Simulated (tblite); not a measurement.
Compound: C4H6NO (doublet state).
Numbering: `[CH3:1]/[CH:2]=[C:3]\[C:4]([NH2:5])=[O:6]` (hydrogens: H7, H8, H9 on C1; H10 on C2; H11, H12 on N5)

Geometry (GFN2-xTB, Å), atoms numbered from 1 in this order:
```xyz
12
C4H6NO angstrom
C     -1.914    0.682    0.009
C     -1.116   -0.544    0.384
C      0.145   -0.718    0.185
C      1.441   -0.516   -0.330
N      2.377   -0.123    0.596
O      1.732   -0.717   -1.504
H     -1.286    1.409   -0.499
H     -2.339    1.131    0.905
H     -2.728    0.390   -0.651
H     -1.702   -1.314    0.880
H      3.289    0.128    0.255
H      2.101    0.192    1.509
```

Computed with GFN2-xTB (tblite): harmonic, unscaled wavenumbers at the GFN2-xTB geometry, gas phase. The method is semi-empirical: single wavenumbers can be off by several per cent or more. One conformer, not necessarily the lowest. Open shells enter through the occupations alone, without spin polarisation, and single modes of such species can be off by tens of per cent.

Harmonic wavenumbers (cm⁻¹): 56.3, 82.6, 127.2, 197.2, 270.9, 398.0, 435.3, 497.1, 570.3, 631.2, 738.4, 778.0, 989.1, 1005.7, 1016.9, 1048.0, 1199.5, 1270.5, 1371.5, 1437.9, 1466.0, 1470.1, 1622.2, 1882.4, 2957.7, 3013.5, 3026.0, 3060.9, 3477.0, 3552.2.

A = 7884, B = 2010, C = 1811 MHz; mass 84.045 u (most abundant isotopes); point group C1, symmetry number 1; spin multiplicity 2.

Task: What is the zero-point energy?

Result: Half the sum of the wavenumbers: 19825 cm⁻¹ = 237.16 kJ/mol.

Task: Give the ideal-gas entropy at 500 K and 1 bar in the rigid-rotor, harmonic-oscillator model (classical rotation).

Result: Translation 174.87, rotation 118.65, vibration 134.03, spin (R ln 2) 5.76: S = 433.3 J/(mol K).

Task: And Cp and H(500 K) − H(0)?

Result: Cp = 156.44 J/(mol K), of which vibrations give 123.19 (their classical limit is 30 R = 249.4); H(500 K) − H(0) = 50.09 kJ/mol without the zero-point energy, 33.46 from vibrations.

Task: How do the functions run with temperature in this model?

Result: 
```json
{"T (K)": "100", "S (J/(mol K))": "271.0", "Cp (J/(mol K))": "64.1", "H − H(0) (kJ/mol)": "4.84", "G − H(0) (kJ/mol)": "-22.26", "ln q(vib)": "1.21"}
{"T (K)": "200", "S (J/(mol K))": "323.3", "Cp (J/(mol K))": "89.8", "H − H(0) (kJ/mol)": "12.54", "G − H(0) (kJ/mol)": "-52.13", "ln q(vib)": "3.02"}
{"T (K)": "300", "S (J/(mol K))": "364.5", "Cp (J/(mol K))": "114.6", "H − H(0) (kJ/mol)": "22.77", "G − H(0) (kJ/mol)": "-86.57", "ln q(vib)": "4.75"}
{"T (K)": "800", "S (J/(mol K))": "516.5", "Cp (J/(mol K))": "197.0", "H − H(0) (kJ/mol)": "103.64", "G − H(0) (kJ/mol)": "-309.54", "ln q(vib)": "12.66"}
{"T (K)": "1000", "S (J/(mol K))": "562.5", "Cp (J/(mol K))": "215.0", "H − H(0) (kJ/mol)": "144.93", "G − H(0) (kJ/mol)": "-417.54", "ln q(vib)": "15.45"}
```

q(vib) and H(0) count from the zero-point level.

Task: Blend soft modes into free rotors: weight 1/[1 + (100 cm⁻¹/ν̃)⁴] for the oscillator and the rest for a rotor with moment μB/(μ + B), μ = h/(8π²ν), B = 10⁻⁴⁴ kg m². What vibrational entropy results?

Result: 122.90 J/(mol K) in place of 134.03, which changes −T·S at 500 K by +5.57 kJ/mol.

Task: Which modes carry the vibrational entropy at 500 K?

Result: 56.3 cm⁻¹: 23.46; 82.6 cm⁻¹: 20.28; 127.2 cm⁻¹: 16.72; 197.2 cm⁻¹: 13.14; 270.9 cm⁻¹: 10.59; 398.0 cm⁻¹: 7.63 J/(mol K); the other 24 give 42.22 together.

Hindered rotation and anharmonicity are outside this model. Other conformers, if any are populated, would add a mixing term that is left out. The structure is chiral; the term R ln 2 for an equal mix with its mirror image is left out.

Hardware: one thread, Arm Neoverse V2 (aarch64), shared host with 96 logical CPUs at a one-minute load of 33. Cost: 0.17 s of wall time. The figure is for the frequency step alone.
